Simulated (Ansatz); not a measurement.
# C₂H₂FNO: up Jacob's ladder to CCSD(T)

One table from this session's results is given with a row withheld; the runs are named, their logs left out.

Method: functionals in def2-TZVPP, the program's frozen cores in correlated methods; program: Ansatz 0.2.0, Gaussian basis.

Plan: LDA (SPW92), PBE-D4, revPBE-D4, BLYP-D4, r2SCAN-D4, B97M-V, PBE0-D4, B3LYP-D4, r2SCANh-D4, r2SCAN0-D4, HSE06-D4, BHLYP-D4, CAM-B3LYP-D4, LC-ωPBE, ωB97X-V, ωB97M-V, B2PLYP, PBE-QIDH; CCSD(T)/def2-SVP; CCSD(T)/def2-TZVPP; MP2/def2-QZVPP; extrapolation to the limit; RPA on PBE.

**Structure used throughout**

All runs share one geometry, relaxed beforehand with PBE0-D4 in a triple-zeta def2 set.

SMILES `O=C=NCF`, 7 atoms, charge 0, spin multiplicity 1.

Atoms are counted from 1 here; the program's logs count them from 0.

Bond lengths: O1–C2 1.162 Å, C2–N3 1.203 Å, N3–C4 1.414 Å, C4–F5 1.373 Å, C4–H6 1.093 Å, C4–H7 1.093 Å. Angles: O1–C2–N3 174.2°, C2–N3–C4 134.4°, N3–C4–F5 111.8°, N3–C4–H6 109.5°, N3–C4–H7 109.5°, F5–C4–H6 108.0°, F5–C4–H7 108.0°, H6–C4–H7 110.2°.

The first run:

File in.yaml:

```yaml
crystal:
  periodic: [false, false, false]
  atoms:
    - {symbol: O, position_ang: [-0.981272, -2.443531, -0.318015]}
    - {symbol: C, position_ang: [-0.395415, -1.488009, -0.012771]}
    - {symbol: N, position_ang: [0.274020, -0.569191, 0.379674]}
    - {symbol: C, position_ang: [0.327360, 0.812792, 0.083475]}
    - {symbol: F, position_ang: [-0.604067, 1.168086, -0.860608]}
    - {symbol: H, position_ang: [1.316485, 1.064007, -0.307883]}
    - {symbol: H, position_ang: [0.124088, 1.387844, 0.990428]}
basis:
  gaussian: {orbitals: def2-TZVPP}
hamiltonian: {xc: lda}
output: {orbitals: {seedname: orbitals}}
```

Command:

```bash
$ ansatz run in.yaml --threads 2 --pin off --events-out ev --progress --plain --max-ram 4352MiB
```

Among the steps run: LDA; PBE-D4 (GGA); revPBE-D4 (GGA); BLYP-D4 (GGA); r2SCAN-D4 (meta-GGA); B97M-V (meta-GGA); PBE0-D4 (hybrid); B3LYP-D4 (hybrid); r2SCANh-D4 (hybrid); r2SCAN0-D4 (hybrid); HSE06-D4 (hybrid); BHLYP-D4 (hybrid); CAM-B3LYP-D4 (range-separated); LC-ωPBE (range-separated); ωB97X-V (range-separated); ωB97M-V (range-separated); B2PLYP (double hybrid); PBE-QIDH (double hybrid).

One table of the session follows, with a row left open; its other results are not shown here.

It belongs to the step «Orbital energies across the functionals». 

```
  functional  HOMO (eV)  gap (eV)
 LDA (SPW92)      -7.21      5.91
      PBE-D4      -7.03      6.02
   revPBE-D4          ?         ?
     BLYP-D4      -6.93      6.01
   r2SCAN-D4      -7.32      6.60
      B97M-V      -7.37      6.79
     PBE0-D4      -8.46      8.56
    B3LYP-D4      -8.24      8.02
  r2SCANh-D4      -7.86      7.53
  r2SCAN0-D4      -8.67      8.94
    HSE06-D4      -8.05      7.76
    BHLYP-D4      -9.82     11.02
CAM-B3LYP-D4      -9.87     11.08
     LC-ωPBE     -11.17     13.70
     ωB97X-V     -10.81     13.25
     ωB97M-V     -10.71     12.99
```

Estimate the missing values for revPBE-D4.

The run gave: HOMO (eV): -6.96; gap (eV): 6.07. In the column «HOMO (eV)» it lies between PBE-D4 (-7.03) and BLYP-D4 (-6.93).
